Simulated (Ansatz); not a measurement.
Total energies of `NC#CO`.

```xyz
7

N     0.8033    1.1580   -0.7343
C     0.1156    0.1545   -0.1475
C    -0.4813   -0.6925    0.4580
O    -1.1528   -1.6854    0.9899
H     1.6843    0.8855   -1.1437
H     0.2622    1.7315   -1.3638
H    -1.2313   -1.5515    1.9414
```

The species carries charge 0 and has multiplicity 1. All single points use the PBE0-D4/def2-TZVP geometry. It is one conformer, not always the lowest. Basis def2-TZVPP, the Gaussian-basis code of Ansatz.

RPA on PBE orbitals: Hartree–Fock energy of these orbitals -206.74368 Eh, correlation -1.15326 Eh (frozen core).

| functional | energy without D4 (Eh) | D4 term (kJ/mol) |
| --- | --- | --- |
| LDA (SPW92) | -206.29363 | – |
| BLYP | -207.93311 | -19.0 |
| B97M-V | -207.94699 | – |
| PBE0 | -207.74636 | -6.9 |
| B3LYP | -207.98700 | -13.4 |
| r2SCAN0 | -207.83580 | -2.4 |
| CAM-B3LYP | -207.89345 | -6.9 |
| LC-ωPBE | -207.84496 | – |
| ωB97X-V | -207.91143 | – |
| B2PLYP | -207.82545 | – |

Problem. Give the same for PBE, revPBE, r2SCAN, r2SCANh, HSE06 (plane-wave form), BHLYP, ωB97M-V, PBE-QIDH. (Best estimate.)

Solution. Ansatz gave: 
| functional | energy without D4 (Eh) | D4 term (kJ/mol) |
| --- | --- | --- |
| PBE | -207.74482 | -8.3 |
| revPBE | -207.92616 | -30.2 |
| r2SCAN | -207.86619 | -2.1 |
| r2SCANh | -207.85368 | -2.2 |
| HSE06 (plane-wave form) | -207.73611 | -6.4 |
| BHLYP | -207.86298 | -9.2 |
| ωB97M-V | -207.91198 | – |
| PBE-QIDH | -207.70995 | – |

B3LYP takes the VWN-RPA correlation (the form of Gaussian; ORCA's B3LYP/G). HSE06 is the plane-wave form, built on full-range PBE exchange. The double hybrids freeze the cores in their second-order part.

LC-ωPBE has ω = 0.4 bohr⁻¹.
